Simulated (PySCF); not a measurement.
Gas-phase reaction: HPO₂ + OH → PO₂ + H₂O

Computed with PySCF and rigid-rotor harmonic-oscillator thermochemistry at 1 bar. † marks an energy on the PBE0/def2-TZVP geometry and frequencies. MP2 freezes the core. Open shells (unrestricted): OH (multiplicity 2), PO₂ (multiplicity 2); the rest are closed-shell singlets. Spin-orbit splitting is ignored; it lowers the true energy and changes the entropy of OH. HPO₂: computed as isolated molecules; such fragments, hydroxides, amides, oligomers or adducts are transient or little studied in the gas. MP2 isn't extrapolated to the basis-set limit.

LDA/def2-TZVP† gives ΔH°(298 K) = -156 kJ.

### Question
What do M06-2X/def2-TZVP†, MP2/def2-TZVPP†, ωB97X-V/def2-TZVP† give?

### Answer
M06-2X/def2-TZVP†: -87 kJ; MP2/def2-TZVPP†: -130 kJ; ωB97X-V/def2-TZVP†: -92 kJ. For scale, ΔH°(298 K) is -156 kJ at this level, -87 kJ at ωB97M-V/def2-TZVP†, and runs from -164 to 24 kJ over the 20 levels computed.
